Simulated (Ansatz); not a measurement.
This Ansatz (a quantum-chemistry and plane-wave program) input (CCSD(T)/pcseg-3) gives -635.79672 Eh with 250 basis functions. A basis named .json is the Basis Set Exchange file of that set (core-valence sets with the plain set on hydrogen).

Ansatz 0.2 input:
```yaml
crystal:
  periodic: [false, false, false]
  atoms:
    - {symbol: O, position_ang: [2.23981900, 0.00002700, -0.08823100]}
    - {symbol: H, position_ang: [2.60088700, 0.76196300, 0.37705500]}
    - {symbol: H, position_ang: [2.60108700, -0.76172700, 0.37719400]}
    - {symbol: Cl, position_ang: [-0.31586800, -0.00006600, -0.01691400]}
    - {symbol: F, position_ang: [-1.97230800, 0.00007400, 0.02657000]}
basis:
  gaussian:
    orbitals: pcseg-3.json
magnetization: {spin_polarized: false}
correlation: {method: ccsd_t, electrons: outside_noble_gas}
```

Change:
```diff
- orbitals: pcseg-3.json
+ orbitals: def2-TZVP
```

Problem. What does the run give now?

Solution. -635.71164 Eh (CCSD(T)/def2-TZVP, 111 functions), a change of +85.08 mEh.
